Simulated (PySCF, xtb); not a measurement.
# Ranking isomers of HN2Si

4 gas-phase structures of HN2Si, found in a search over its isomers (lower ones may exist). Each was relaxed with GFN2-xTB:

A. `N#[Si][NH]`, a doublet
B. `N1=[Si]N1`, a doublet
C. `[N-]=[N+]=[SiH]`, a doublet
D. a doublet given by its coordinates

D (Å):

```
atom    x (Å)    y (Å)   z (Å)
   N  -2.0467  -2.6233  1.9707
   N  -1.7759  -1.8739  2.9585
  Si  -1.8772  -0.8763  4.2302
   H  -1.1905  -3.0038  1.5446
```

Close contacts (Å): N1–N2 1.27, N2–Si3 1.62, N1–H4 1.03.

Question: Estimate their order in r2SCAN-D4/def2-SVP energy at these geometries, lowest first.

Answer: Calculated order at r2SCAN-D4/def2-SVP: C (0.0), D (8.0), B (24.9), A (49.5) kcal/mol.

Energies above the lowest of each column, in kcal/mol; the last columns are at PBE-D3(BJ)/def2-SVP geometries and were run for some of them only (a dash: not run or not comparable):

```json
{"structure": "C", "GFN2-xTB": "16.1", "HF/STO-3G": "0.0", "r2SCAN-D4/def2-SVP": "0.0", "PBE-D3(BJ)/def2-SVP": "0.0", "CCSD(T)/def2-SVP": "0.0"}
{"structure": "D", "GFN2-xTB": "12.2", "HF/STO-3G": "12.7", "r2SCAN-D4/def2-SVP": "8.0", "PBE-D3(BJ)/def2-SVP": "13.1", "CCSD(T)/def2-SVP": "18.0"}
{"structure": "B", "GFN2-xTB": "25.3", "HF/STO-3G": "9.8", "r2SCAN-D4/def2-SVP": "24.9", "PBE-D3(BJ)/def2-SVP": "30.6", "CCSD(T)/def2-SVP": "32.9"}
{"structure": "A", "GFN2-xTB": "0.0", "HF/STO-3G": "63.9", "r2SCAN-D4/def2-SVP": "49.5", "PBE-D3(BJ)/def2-SVP": "–", "CCSD(T)/def2-SVP": "–"}
```

CCSD(T)/def2-SVP puts C lowest of those it was run on; GFN2-xTB picks A. Frequencies (GFN2-xTB) were run for B, C, D alone. Open shells are spin-unrestricted, some with notable spin contamination. Large T1 diagnostics make some coupled-cluster values less sure.

Over these structures GFN2-xTB departs from r2SCAN-D4/def2-SVP by 21.1 kcal/mol on average once a common shift is removed. A GFN2-xTB relaxation took about 0.046 s and the r2SCAN-D4/def2-SVP energy about 27 s on a shared host (PySCF 2.14.0, xtb 6.7.1).
